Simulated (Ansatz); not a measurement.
**GeH, doublet in cc-pVTZ: errors against full CI**

Geometry: a PBE0/def2-TZVP stationary point for this spin.

```yaml
atoms:
  - { symbol: Ge, position_ang: [0.0000, 0.0000, 0.0000] }
  - { symbol: H, position_ang: [0.0000, 0.0000, 1.6012] }
```

Basis cc-pVTZ; Ansatz 0.2.0. Only valence electrons are correlated (noble-gas cores and the filled d shells of p-block atoms frozen), which leaves 5 electrons in 43 orbitals. Prefix R: restricted or restricted open-shell reference; prefix U: unrestricted. Active spaces: valence = (5e, 5o) chosen from the atoms' valence shells. No spin–orbit coupling is included, and no scalar relativity.

Full CI is exact within this basis and frozen core; it isn't the basis-set limit. The frozen core follows each run's orbitals, which can shift R against U totals by a few meV for light atoms and by up to 0.1 eV past Ca.

For open shells CISD is restricted-active-space CI with the open shells as a complete middle space.

The UHF ⟨S²⟩ is 0.765, the T1 diagnostic (RCCSD) is 0.0202 and the largest doubles amplitude (RCCSD) is 0.065.

| level | E − E(full CI) (kJ/mol) | share of correlation (%) | wall time |
| --- | --- | --- | --- |
| RHF | 271.6 | 0.00 | – |
| RMP2 | 62.0 | 77.18 | – |
| CISD | 15.7 | 94.24 | 0.72 s |
| RCCSD | 8.6 | 96.82 | – |
| RCCSD(T) | 1.7 | 99.36 | 0.87 s |
| BCCD(T) | 1.7 | 99.36 | 1.1 s |
| RCCSDT | 0.2 | 99.94 | – |
| RCCSDT(Q) | 0.0 | 100.00 | 7 s |
| CASSCF (valence space) | 186.4 | 31.37 | – |
| NEVPT2 (valence space) | 50.5 | 81.42 | 0.84 s |
| MRCISD (valence space) | 8.3 | 96.93 | – |
| MRCISD+Q (valence space) | 0.1 | 99.98 | 1.1 s |

The correlation energy at full CI, counted from RHF, is -2.815 eV. That run took 29 s on 1 thread of Intel Xeon 6975P-C, shared host over 2,785,730 determinants.

Run but not shown, since their state or frozen core can't be matched to the reference's or they repeat it: UHF, UMP2, UCCSD, UCCSD(T), UCCSDT, UCCSDT(Q).

Times hold each run's SCF and search for its determinant on a shared host, so for small cases they say little of a method's own cost; they ran on 1 thread of Intel Xeon 6975P-C.

The full-CI state has the irrep B1 of C2v, in the program's axes (one component, if the state is degenerate).

Natural occupations of full CI about the gap: 1.949 1.909 0.984 0.048 0.037 0.013 0.011 0.009 0.008 0.007; effectively unpaired electrons, Σ n²(2−n)², 1.06.

Atomization energy (electronic, same basis, no zero-point term; atoms at the same level, unrestricted beside the R rows where the molecule is a closed shell, but restricted open-shell past Ca, as are all atoms' steps beyond CCSDT(Q)) at full CI: 276.7 kJ/mol. Errors of other levels:

```json
{"level": "RHF", "error (kJ/mol)": "-85.6"}
{"level": "RMP2", "error (kJ/mol)": "-16.9"}
{"level": "CISD", "error (kJ/mol)": "-9.4"}
{"level": "RCCSD", "error (kJ/mol)": "-2.1"}
{"level": "RCCSD(T)", "error (kJ/mol)": "-0.3"}
{"level": "BCCD(T)", "error (kJ/mol)": "-0.3"}
{"level": "RCCSDT", "error (kJ/mol)": "-0.1"}
{"level": "RCCSDT(Q)", "error (kJ/mol)": "0.0"}
{"level": "CASSCF (valence space)", "error (kJ/mol)": "-32.4"}
{"level": "NEVPT2 (valence space)", "error (kJ/mol)": "-16.1"}
{"level": "MRCISD (valence space)", "error (kJ/mol)": "-2.6"}
{"level": "MRCISD+Q (valence space)", "error (kJ/mol)": "-1.4"}
```

This basis is far from its limit, so the value isn't to be set against a measured one. Truncated CI isn't size-consistent, which counts against it in atomization.
